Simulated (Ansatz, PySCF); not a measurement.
System: ClF, charge 0, multiplicity 1. SMILES: FCl
Geometry: optimised at B3LYP-D3(BJ)/def2-TZVP (Ansatz, an electronic-structure program).


Wanted: enthalpy of formation at 298 K (from the atomisation energy, B3LYP-D3(BJ)/def2-TZVP harmonic zero-point and thermal terms from PySCF, and the atoms' enthalpies of formation in the G2/97 table; no spin-orbit terms, and no core term in the frozen-core levels), in kcal/mol. Cores are frozen in the correlated levels unless marked. UHF or UKS for open shells. Spin-orbit coupling is left out. No relativistic terms. The coupled-cluster limit lacks core correlation, which all-electron functionals hold. CBS(X,Y): correlation extrapolated as X^-3; Hartree-Fock from the larger set (for Q and 5 zeta extrapolated as (X+1)exp(-9√X)). The bracket is a focal-point correction in the basis named.

Measured: -13.3 kcal/mol (Active Thermochemical Tables 1.112 (ions: stationary electron), as tabulated in the package chemicals); it holds spin-orbit and relativistic effects, which these rows lack, and core correlation, which the frozen-core levels lack.

```csv
level,program,enthalpy of formation at 298 K (kcal/mol),error against measurement
HF/def2-TZVPP,Ansatz,41.1,54.4
HF/aug-cc-pV(Q+d)Z,Ansatz,40.1,53.4
PBE0/STO-3G,Ansatz,-7.7,5.6
BHLYP/def2-TZVPD,Ansatz,1.5,14.8
PW6B95-D3(BJ)/def2-TZVPD,PySCF + dftd3,-14.2,-0.9
wB97X-V/def2-TZVPD,Ansatz,-13.8,-0.5
MP2/cc-pV(T+d)Z,Ansatz,-13.8,-0.5
MP2/cc-pV(5+d)Z,Ansatz,-19.5,-6.2
RI-MP2/def2-TZVPPD,Ansatz,-15.4,-2.1
SCS-MP2/cc-pwCVTZ,Ansatz,-10.7,2.6
"CCSD/CBS(cc-pV(Q+d)Z,cc-pV(5+d)Z)",Ansatz,-8.9,4.4
CCSD(T)/aug-cc-pV(D+d)Z,Ansatz,-5.2,8.1
CCSD(T)/def2-QZVPP,Ansatz,-11.8,1.5
"RI-MP2/CBS(cc-pV(T+d)Z,cc-pV(Q+d)Z)+[CCSD(T)-MP2]/cc-pV(D+d)Z",Ansatz,-16.1,-2.8
"CCSD(T)/CBS(cc-pV(Q+d)Z,cc-pV(5+d)Z)",Ansatz,-14.4,-1.1
```
